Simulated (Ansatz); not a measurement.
A calculation with Ansatz (development build ahead of 0.2.0).

```yaml
crystal:
  periodic: [false, false, false]
  atoms:
    - { symbol: P, position_ang: [0.0, 0.0, 0.0] }
    - { symbol: P, position_ang: [0.0, 0.0, 2.0853] }
basis:
  gaussian: { orbitals: def2-SVP }
total_charge: 1
magnetization:
  initial_magnetization: 1
hamiltonian:
  xc: hf
correlation:
  method: mp2
  frozen_orbitals: { P: 5 }
scf:
  omitted_lower_state_checks: [stability, starts, atomic_configurations, cluster_reference, orbital_swaps, given_window_search, neighbouring_geometries, increment]
```

The input is written out in the form of the current development build from the run's settings. Correlation on restricted open-shell orbitals is semicanonical, with singles.

Results

```
Converged                                                          : yes
Reference energy                                                   : -680.88745 hartree
Correlation energy                                                 : -0.19899 hartree
Total energy                                                       : -681.08645 hartree
Spin squared of the determinant                                    : 0.750
Occupied orbitals by symmetry in an Abelian subgroup (alpha; beta) : 5 Ag 4 B1u 1 B2g 2 B2u 1 B3g 2 B3u; 5 Ag 4 B1u 1 B2g 1 B2u 1 B3g 2 B3u
```

Messages of the program:
```
mean field -18527.89152562 eV, -680.8874549105 hartree, gradient 4.5e-6 eV, S^2 0.750000; 0 other ends of a descent, 0 dependent functions left out
```

Caution: MP2 on this radical cation hangs on the determinant chosen.
